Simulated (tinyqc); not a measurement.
Inside a calculation. Method: RHF in the sto-6g basis, for H2F+, spin multiplicity 1. One step of it, computed by the program tinyqc.

Task: Iteration 2: building the Fock matrix. J_ij = sum D_kl (ij|kl), K_ij = sum D_kl (ik|jl); F = H + J - 0.5 K; E = tr D H + tr D J / 2 - 0.25 tr D K + E_nn.

D after iteration 1, order 1F 1s, 1F 2s, 1F 2px, 1F 2py, 1F 2pz, 2H 1s, 3H 1s:
$$\begin{pmatrix}
2.116385 & -0.505276 & 0.000000 & 0.000294 & 0.018601 & 0.026450 & 0.023496 \\
-0.505276 & 2.198284 & 0.000000 & -0.002913 & -0.113708 & -0.142933 & -0.125801 \\
0.000000 & 0.000000 & 2.000000 & 0.000000 & 0.000000 & 0.000000 & 0.000000 \\
0.000294 & -0.002913 & 0.000000 & 1.543833 & 0.011129 & 0.204036 & -0.219424 \\
0.018601 & -0.113708 & 0.000000 & 0.011129 & 1.611422 & 0.224546 & 0.246261 \\
0.026450 & -0.142933 & 0.000000 & 0.204036 & 0.224546 & 0.309620 & -0.028039 \\
0.023496 & -0.125801 & 0.000000 & -0.219424 & 0.246261 & -0.028039 & 0.331744
\end{pmatrix}$$

core Hamiltonian H = T + V (hartree), order 1F 1s, 1F 2s, 1F 2px, 1F 2py, 1F 2pz, 2H 1s, 3H 1s:
$$\begin{pmatrix}
-41.224251 & -9.194933 & 0.000000 & -0.000788 & -0.008897 & -0.863244 & -0.710576 \\
-9.194933 & -11.192332 & 0.000000 & -0.009161 & -0.104963 & -2.142673 & -1.818528 \\
0.000000 & 0.000000 & -8.993580 & 0.000000 & 0.000000 & 0.000000 & 0.000000 \\
-0.000788 & -0.009161 & 0.000000 & -9.051594 & -0.003799 & -1.256346 & 1.083924 \\
-0.008897 & -0.104963 & 0.000000 & -0.003799 & -9.023215 & -0.917013 & -0.793069 \\
-0.863244 & -2.142673 & 0.000000 & -1.256346 & -0.917013 & -4.391639 & -0.543859 \\
-0.710576 & -1.818528 & 0.000000 & 1.083924 & -0.793069 & -0.543859 & -4.176251
\end{pmatrix}$$

Two-electron integrals (ij|kl) in chemists' order, unique and non-zero (hartree):
```
(11|11) 5.406240    (21|11) 0.768129    (21|21) 0.138909    (22|11) 1.266271
(22|21) 0.283987    (22|22) 0.926367    (31|31) 0.029452    (32|31) 0.044681
(32|32) 0.204753    (33|11) 1.266273    (33|21) 0.283987    (33|22) 0.926366
(33|33) 0.998085    (41|41) 0.029452    (42|41) 0.044681    (42|42) 0.204753
(43|43) 0.053789    (44|11) 1.266273    (44|21) 0.283987    (44|22) 0.926366
(44|33) 0.890506    (44|44) 0.998085    (51|51) 0.029452    (52|51) 0.044681
(52|52) 0.204753    (53|53) 0.053789    (54|54) 0.053789    (55|11) 1.266273
(55|21) 0.283987    (55|22) 0.926366    (55|33) 0.890506    (55|44) 0.890506
(55|55) 0.998085    (61|11) 0.076172    (61|21) 0.013217    (61|22) 0.026473
(61|33) 0.026430    (61|41) 0.000468    (61|42) 0.000920    (61|44) 0.026517
(61|51) 0.000334    (61|52) 0.000657    (61|54) 0.000062    (61|55) 0.026474
(61|61) 0.001278    (62|11) 0.210913    (62|21) 0.048098    (62|22) 0.177321
(62|33) 0.174763    (62|41) 0.002847    (62|42) 0.022259    (62|44) 0.179842
(62|51) 0.002034    (62|52) 0.015906    (62|54) 0.003629    (62|55) 0.177356
(62|61) 0.004587    (62|62) 0.043845    (63|31) 0.005098    (63|32) 0.030009
(63|43) 0.004561    (63|53) 0.003259    (63|63) 0.006121    (64|11) 0.123817
(64|21) 0.028611    (64|22) 0.112656    (64|33) 0.108112    (64|41) 0.006519
(64|42) 0.042899    (64|44) 0.120219    (64|51) 0.001016    (64|52) 0.009211
(64|54) 0.005392    (64|55) 0.109636    (64|61) 0.002834    (64|62) 0.034182
(64|64) 0.032466    (65|11) 0.088474    (65|21) 0.020444    (65|22) 0.080499
(65|33) 0.077253    (65|41) 0.001016    (65|42) 0.009211    (65|44) 0.079385
(65|51) 0.005823    (65|52) 0.036591    (65|54) 0.006085    (65|55) 0.084860
(65|61) 0.002025    (65|62) 0.024425    (65|64) 0.018825    (65|65) 0.019573
(66|11) 0.408237    (66|21) 0.094814    (66|22) 0.402896    (66|33) 0.391170
(66|41) 0.006167    (66|42) 0.068747    (66|44) 0.414457    (66|51) 0.004407
(66|52) 0.049124    (66|54) 0.016640    (66|55) 0.403060    (66|61) 0.009078
(66|62) 0.136109    (66|64) 0.122628    (66|65) 0.087625    (66|66) 0.774999
(71|11) 0.062662    (71|21) 0.010875    (71|22) 0.021790    (71|33) 0.021754
(71|41) -0.000384   (71|42) -0.000757   (71|44) 0.021825    (71|51) 0.000275
(71|52) 0.000541    (71|54) -0.000050   (71|55) 0.021790    (71|61) 0.001038
(71|62) 0.003666    (71|64) 0.002093    (71|65) 0.001621    (71|66) 0.007221
(71|71) 0.000865    (72|11) 0.178142    (72|21) 0.040645    (72|22) 0.150398
(72|33) 0.148230    (72|41) -0.002402   (72|42) -0.018975   (72|44) 0.152535
(72|51) 0.001717    (72|52) 0.013566    (72|54) -0.003078   (72|55) 0.150430
(72|61) 0.003763    (72|62) 0.029682    (72|64) 0.016168    (72|65) 0.016115
(72|66) 0.073781    (72|71) 0.003190    (72|72) 0.031962    (73|31) 0.004248
(73|32) 0.025211    (73|43) -0.003869   (73|53) 0.002766    (73|63) 0.003950
(73|73) 0.004400    (74|11) -0.106223   (74|21) -0.024552   (74|22) -0.096993
(74|33) -0.093146   (74|41) 0.005452    (74|42) 0.036242    (74|44) -0.103400
(74|51) -0.000861   (74|52) -0.007886   (74|54) 0.004565    (74|55) -0.094432
(74|61) -0.002185   (74|62) -0.016506   (74|64) -0.005401   (74|65) -0.008799
(74|66) -0.039212   (74|71) -0.001999   (74|72) -0.025288   (74|74) 0.024156
(75|11) 0.075942    (75|21) 0.017553    (75|22) 0.069343    (75|33) 0.066593
(75|41) -0.000861   (75|42) -0.007886   (75|44) 0.068392    (75|51) 0.004864
(75|52) 0.030849    (75|54) -0.005155   (75|55) 0.073044    (75|61) 0.001689
(75|62) 0.016294    (75|64) 0.008747    (75|65) 0.012646    (75|66) 0.044243
(75|71) 0.001429    (75|72) 0.018079    (75|74) -0.014124   (75|75) 0.014498
(76|11) 0.048331    (76|21) 0.011166    (76|22) 0.045549    (76|33) 0.044699
(76|41) -0.000012   (76|42) -0.000139   (76|44) 0.045430    (76|51) 0.000714
(76|52) 0.007021    (76|54) -0.000027   (76|55) 0.046517    (76|61) 0.001054
(76|62) 0.011610    (76|64) 0.007969    (76|65) 0.007426    (76|66) 0.041496
(76|71) 0.000868    (76|72) 0.010054    (76|74) -0.007093   (76|75) 0.006522
(76|76) 0.004257    (77|11) 0.384347    (77|21) 0.089290    (77|22) 0.380645
(77|33) 0.370258    (77|41) -0.005531   (77|42) -0.062500   (77|44) 0.390879
(77|51) 0.003954    (77|52) 0.044683    (77|54) -0.014743   (77|55) 0.380798
(77|61) 0.008264    (77|62) 0.082299    (77|64) 0.043274    (77|65) 0.048558
(77|66) 0.244894    (77|71) 0.007029    (77|72) 0.112247    (77|74) -0.102473
(77|75) 0.073261    (77|76) 0.041496    (77|77) 0.774999
```

nuclear repulsion = 7.44113612 hartree

Give: Coulomb J; exchange K; Fock matrix F; total energy of this density.

Result:

Coulomb J (hartree), order 1F 1s, 1F 2s, 1F 2px, 1F 2py, 1F 2pz, 2H 1s, 3H 1s:
$$\begin{pmatrix}
20.3044 & 3.6495 & 0.0000 & -0.0001 & -0.0016 & 0.3496 & 0.2877 \\
3.6495 & 9.5262 & 0.0000 & -0.0003 & 0.0157 & 1.7863 & 1.5151 \\
0.0000 & 0.0000 & 9.5444 & 0.0000 & 0.0000 & 0.0000 & 0.0000 \\
-0.0001 & -0.0003 & 0.0000 & 9.5181 & 0.0016 & 1.1238 & -0.9682 \\
-0.0016 & 0.0157 & 0.0000 & 0.0016 & 9.5161 & 0.8079 & 0.6962 \\
0.3496 & 1.7863 & 0.0000 & 1.1238 & 0.8079 & 4.1051 & 0.4576 \\
0.2877 & 1.5151 & 0.0000 & -0.9682 & 0.6962 & 0.4576 & 3.9077
\end{pmatrix}$$

exchange K (hartree), order 1F 1s, 1F 2s, 1F 2px, 1F 2py, 1F 2pz, 2H 1s, 3H 1s:
$$\begin{pmatrix}
11.1244 & 1.7670 & 0.0000 & 0.0002 & 0.0008 & 0.1846 & 0.1525 \\
1.7670 & 3.0686 & 0.0000 & -0.0013 & -0.0353 & 0.5670 & 0.4839 \\
0.0000 & 0.0000 & 2.6282 & 0.0000 & 0.0000 & 0.0000 & 0.0000 \\
0.0002 & -0.0013 & 0.0000 & 2.2991 & 0.0138 & 0.3637 & -0.3271 \\
0.0008 & -0.0353 & 0.0000 & 0.0138 & 2.3375 & 0.2928 & 0.2676 \\
0.1846 & 0.5670 & 0.0000 & 0.3637 & 0.2928 & 0.4704 & 0.0871 \\
0.1525 & 0.4839 & 0.0000 & -0.3271 & 0.2676 & 0.0871 & 0.4405
\end{pmatrix}$$

Fock matrix F (hartree), order 1F 1s, 1F 2s, 1F 2px, 1F 2py, 1F 2pz, 2H 1s, 3H 1s:
$$\begin{pmatrix}
-26.4821 & -6.4290 & 0.0000 & -0.0009 & -0.0109 & -0.6060 & -0.4992 \\
-6.4290 & -3.2004 & 0.0000 & -0.0088 & -0.0716 & -0.6398 & -0.5454 \\
0.0000 & 0.0000 & -0.7633 & 0.0000 & 0.0000 & 0.0000 & 0.0000 \\
-0.0009 & -0.0088 & 0.0000 & -0.6831 & -0.0091 & -0.3144 & 0.2792 \\
-0.0109 & -0.0716 & 0.0000 & -0.0091 & -0.6758 & -0.2556 & -0.2307 \\
-0.6060 & -0.6398 & 0.0000 & -0.3144 & -0.2556 & -0.5217 & -0.1298 \\
-0.4992 & -0.5454 & 0.0000 & 0.2792 & -0.2307 & -0.1298 & -0.4888
\end{pmatrix}$$

total energy of this density = -99.219503 hartree

This density is a damped mixture and is not idempotent.
